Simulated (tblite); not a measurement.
A tight-binding relaxation on `CC[C@@H]1CC[NH+]1` [radical].

Computed with GFN2-xTB geometry optimisation, gas phase (tblite 0.8.0). Start geometry: from a force field or distance geometry. The input is one job of a driver script: a line of settings, then coordinates in Å.

Command:
```bash
OMP_NUM_THREADS=1 python probes_run.py task.json out
```

Input:
```
{"job": {"kind": "relax", "xc": "GFN2-xTB", "basis": "xTB"}, "charge": 1, "multiplicity": 2}
C      2.260700     0.137200     0.030500
C      1.087100    -0.779500     0.357300
C     -0.201900    -0.216000    -0.167000
C     -0.826800     1.006900     0.561000
C     -2.161300     0.260300     0.380000
N     -1.394400    -0.999100     0.283100
H      2.117600     1.128600     0.484800
H      3.199100    -0.276100     0.403700
H      2.345200     0.278500    -1.049700
H      1.041200    -0.925900     1.458100
H      1.277800    -1.769300    -0.081400
H     -0.196300    -0.085900    -1.260200
H     -0.739000     1.968300     0.080000
H     -0.521000     1.101700     1.616200
H     -2.688600     0.531500    -0.551800
H     -2.863400     0.317400     1.222000
H     -1.742900    -1.666600    -0.389900
```

Output:
```
step      E/eV     max force
  0    -509.40364    3.223
  1    -509.62814    1.990
  2    -509.76544    0.896
  3    -509.81399    0.564
  4    -509.85583    0.648
  5    -509.87569    0.634
  6    -509.91621    0.523
  7    -509.94161    0.434
  8    -509.96250    0.399
  9    -509.97583    0.269
... (50 lines left out)
 60    -510.10322    0.035
 61    -510.10349    0.038
 62    -510.10377    0.033
 63    -510.10394    0.023
 64    -510.10402    0.027
 65    -510.10408    0.023
 66    -510.10416    0.015
 67    -510.10421    0.011
 68    -510.10424    0.012
 69    -510.10425    0.008
```

«max force» is the largest atomic force in eV/Å.

Problem. From which step on does the largest force stay under 0.1 eV/Å, and how much energy is left to gain from there?

Solution. From step 37 (0.096 eV/Å), 14.6 meV above the end.

Main results: energy lowered by 16.2 kcal/mol over 69 steps; largest atomic force 0.008 eV/Å at the end.

On Arm Neoverse V2, one thread, no GPU, on a shared host, this took 0.28 s wall.
Labels such as C1 count atoms from 1, the log's own numbers from 0.
